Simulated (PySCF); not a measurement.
# SiF₂: relaxation and vibrations of the triplet

The task is one start of a wider search on SiF₂: the triplet, from a bent start. It is relaxed, tested by its Hessian and followed downhill if it is a saddle.

Method: PBE0, basis Si def2-TZVP, F def2-TZVP, no relativity, density fitting; program: PySCF 2.14.0.

## 1. Starting geometry

3 atoms, charge 0, spin multiplicity 3.

Bond lengths: Si1–F2 1.800 Å, Si1–F3 1.800 Å. Angles: F2–Si1–F3 110.0°.

Z-matrix (Å, degrees; charge 0 multiplicity 3):
```
Si
F  1 1.8000
F  1 1.8000 2 110.00
```

## 2. Finding the electronic state

One driver script runs all steps and calls PySCF; scf.py shows how it sets up the SCF of each step. The optimiser is the driver's own. After this first run the driver tries any further starts and a stability analysis.

scf.py reads:

```python
from pyscf import gto, scf, dft
mol = gto.M(atom='''
Si     0.000000     0.000000     0.000000
F      1.474500     0.000000     1.032400
F     -1.474500     0.000000     1.032400''',
    basis={'Si': 'def2-TZVP', 'F': 'def2-TZVP'},
    charge=0, spin=2)
mf = dft.UKS(mol, xc='PBE0')
mf.grids.atom_grid = (50, 194)
aux = {'Si': 'def2-universal-JKFIT', 'F': 'def2-universal-JKFIT'}
mf = mf.density_fit(auxbasis=aux)
mf.conv_tol = 1e-08
mf.diis_space = 10
mf.max_cycle = 60
mf.init_guess = 'minao'
mf.verbose = 4
mf.kernel()
```

Run with:

```
OMP_NUM_THREADS=4 python axn.py task.json out
```

The program printed:

```text
init E= -488.828587422303
[... the frontier-level lines of each cycle are left out ...]
cycle= 1 E= -488.783768222119  delta_E= 0.0448  |g|= 0.565  |ddm|= 1.22
cycle= 2 E= -488.277989677348  delta_E= 0.506  |g|= 1.34  |ddm|= 1.08
cycle= 3 E= -488.915827344865  delta_E= -0.638  |g|= 0.0318  |ddm|= 0.682
cycle= 4 E= -488.916491813949  delta_E= -0.000664  |g|= 0.0145  |ddm|= 0.0511
cycle= 5 E= -488.916577284624  delta_E= -8.55e-05  |g|= 0.00222  |ddm|= 0.0138
cycle= 6 E= -488.916585353475  delta_E= -8.07e-06  |g|= 0.0012  |ddm|= 0.00526
cycle= 7 E= -488.916586473039  delta_E= -1.12e-06  |g|= 0.000216  |ddm|= 0.00158
cycle= 8 E= -488.916586578293  delta_E= -1.05e-07  |g|= 6.1e-05  |ddm|= 0.000616
cycle= 9 E= -488.916586582506  delta_E= -4.21e-09  |g|= 1.77e-05  |ddm|= 0.000114
Extra cycle  E= -488.916586582505  delta_E= 1.02e-12  |g|= 2.42e-05  |ddm|= 2.22e-05
converged SCF energy = -488.916586582505  <S^2> = 2.0032544  2S+1 = 3.0021688
```

This step, with its further starts and checks, took 6.6 s on 4 threads of Arm Neoverse V1, shared host.

Energies from each starting density:

```csv
start,energy (Eh)
the minimal-basis guess,-488.916587
a thermally smeared density,-488.916587
a smeared PBE density,-488.916587
```

The test of internal stability and the other starts found no lower solution of this spin.

## 3. Relaxation: bent start, triplet

The program finds C2v symmetry in the start, which this walk keeps. The walk stops when the largest gradient is under 0.0003 Eh/bohr and the energy has settled too.

Edit scf.py of step 2 so:

```diff
@@ -3,3 +3,3 @@
-Si     0.000000     0.000000     0.000000
-F      1.474500     0.000000     1.032400
-F     -1.474500     0.000000     1.032400''',
+Si     0.000000     0.000000    -0.594599
+F      1.474500     0.000000     0.437801
+F     -1.474500     0.000000     0.437801''',
@@ -15 +14,0 @@
-mf.init_guess = 'minao'
```

Energy and gradient, step by step:

```csv
step,energy (Eh),change (kJ/mol),largest symmetric gradient (Eh/bohr)
0,-488.916587,0.00,0.09001
1,-488.951324,-91.20,0.01043
2,-488.951870,-92.64,0.00314
3,-488.951944,-92.83,0.00046
4,-488.951944,-92.83,0.00019
```

The walk took 7.4 s.

It settles in C2v symmetry, 92.8 kJ/mol below the start, after 4 steps: Si–F 1.597 Å (×2); F–Si–F 113.8°.

## 4. Vibrations and properties at this point

On the finer grid the gradient is checked again; gradients at displacements of ±0.02 bohr then give force constants and infrared intensities.

Edit scf.py of step 3 so:

```diff
@@ -3,3 +3,3 @@
-Si     0.000000     0.000000    -0.594599
-F      1.474500     0.000000     0.437801
-F     -1.474500     0.000000     0.437801''',
+Si     0.000000     0.000000    -0.503818
+F      1.336840     0.000000     0.370653
+F     -1.336840     0.000000     0.370653''',
@@ -9 +9 @@
-mf.grids.atom_grid = (50, 194)
+mf.grids.atom_grid = (75, 302)
@@ -12 +12 @@
-mf.conv_tol = 1e-08
+mf.conv_tol = 1e-10
```

This SCF starts from the last density.

Log of the central SCF (cycles and frontier levels):

```text
init E= -488.952045691898
[... the frontier-level lines of each cycle are left out ...]
cycle= 1 E= -488.9520456919  delta_E= -2.61e-12  |g|= 1.6e-06  |ddm|= 1.78e-06
Extra cycle  E= -488.952045691899  delta_E= 1.02e-12  |g|= 2.47e-06  |ddm|= 1.91e-06
converged SCF energy = -488.952045691899  <S^2> = 2.0015036  2S+1 = 3.0010022
```

The whole step took 22 s.

Geometry: C2v; Si–F 1.597 Å (×2); F–Si–F 113.6°.

Modes, for the most abundant isotopes:

| symmetry | ω (cm⁻¹) | IR (km/mol) | type |
| --- | --- | --- | --- |
| a1 | 270 | 13.0 | bend |
| a1 | 832 | 71.4 | stretch |
| b2 | 947 | 156 | stretch |

No imaginary mode, so this is a minimum.

Properties at this point:

```
Dipole moment                                                   : 1.29 D
Highest occupied level                                          : -5.15 eV
Lowest empty level                                              : -4.80 eV
Rotational constants                                            : 1.368, 0.2483, 0.2101 cm⁻¹
Zero-point energy                                               : 12.3 kJ/mol
Principal polarisabilities                                      : 23.3, 25.6, 26.2 bohr³
Atomisation energy without zero-point energy                    : 920 kJ/mol
Principal traceless quadrupole moments about the centre of mass : -2.62, -0.35, 2.97 D Å
Entropy at 298.15 K and 1 bar (electronic part: spin only)      : 267.1 J/(mol K)
Heat capacity Cp at 298.15 K                                    : 44.8 J/(mol K)
Enthalpy at 298.15 K above 0 K                                  : 11.42 kJ/mol
Rotational symmetry number                                      : 2
Spin squared ⟨S²⟩                                               : 2.002
```

Populations by atom (charges in e):

```csv
atom,Mulliken,Löwdin,polar tensor,spin (Mulliken),Mayer order to Si1
Si1,0.51,-0.01,0.98,1.83,–
"F2,3",-0.26,0.01,-0.49,0.08,1.14
```

Outer orbital energies (eV). α occupied: -16.55, -14.81, -13.73, -13.73, -13.10, -12.73, -9.83, -5.15; empty: 0.08, 0.13, 4.15, 4.52. β occupied: -33.95, -33.57, -15.80, -14.27, -13.43, -13.19, -12.66, -12.60; empty: -4.80, -0.53, 1.34, 1.36.

Mulliken populations on Si1: s 5.15, p 7.83, d 0.41, f 0.09.

## 5. Summary of results

| quantity | value |
| --- | --- |
| minimum | triplet, C2v |
| geometry | Si–F 1.597 Å (×2); F–Si–F 113.6° |
| wavenumbers (cm⁻¹) | 270 (a1), 832 (a1), 947 (b2) |
| dipole moment | 1.29 D |
| highest occupied, lowest empty level (either spin) | -5.15, -4.80 eV |
| polar-tensor charge of Si1 | +0.98 e |
| zero-point energy | 12.3 kJ/mol |
| entropy at 298.15 K | 267.1 J/(mol K) |
| atomisation energy (no zero-point energy) | 920 kJ/mol |
| ⟨S²⟩ | 2.002 |

**Reading.** The bent start keeps its C2v symmetry and ends in a minimum. The strongest infrared band lies at 947 cm⁻¹ (b2, stretch). Most of the spin sits on Si1 (Mulliken spin 1.83, against 2 for the whole molecule). Only this shape and spin were tried, so other structures or states may lie lower.

The search up to here took 36 s.
